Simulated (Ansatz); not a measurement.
A made-up structure of CH5BN, doublet:

| atom | x (Å) | y (Å) | z (Å) |
| --- | --- | --- | --- |
| C1 | 0.5078 | -0.1944 | 0.2061 |
| B2 | -0.6021 | 0.7795 | -0.3462 |
| N3 | 0.3854 | -1.5128 | 0.4091 |
| H4 | -1.5942 | 0.2483 | -0.5830 |
| H5 | -0.2223 | 1.2983 | -1.2997 |
| H6 | -0.8016 | 1.6131 | 0.4204 |
| H7 | 1.4661 | 0.1822 | 0.4579 |
| H8 | 0.6752 | -2.4321 | 0.6764 |

It is relaxed with PBE-D4/def2-SVP and then PBE0-D4/def2-TZVP (Ansatz 0.2.0). Atoms count as bonded within 1.22 times the sum of their covalent radii (H–H: 0.88 Å). The end point is not checked to be a true minimum.

Q: Does its bonding change? (Judge from chemistry; the calculation decides.)

A: Computed: Yes. Formed: C1–H6; broken: B2–H6.

Where it ends: The first stage lowers the energy by 0.85 eV in 21 steps. It ends as CH₅BN ([BH2][CH2][NH]):
```xyz
8
angstrom
C 0.3222 0.0023 0.3626
B -0.6070 0.5700 -0.7530
N -0.0210 -1.2641 0.8950
H -1.6680 0.0804 -0.9934
H -0.2588 1.5760 -1.2985
H 0.0420 0.8000 1.0947
H 1.3837 0.1721 0.1350
H 0.6211 -1.9546 0.4986
```

Labels in which every atom is bracketed show which atoms are joined, not bond orders.

For scale, one of the runs: PBE0-D4/def2-TZVP relaxation, 123 basis functions, launched by `ansatz run in.yaml --threads 2 --pin off --events-out ev --progress --plain --max-ram 4352MiB`. Hardware: 2 CPU threads of an Arm Neoverse V2, shared host. Wall time about 75 s.
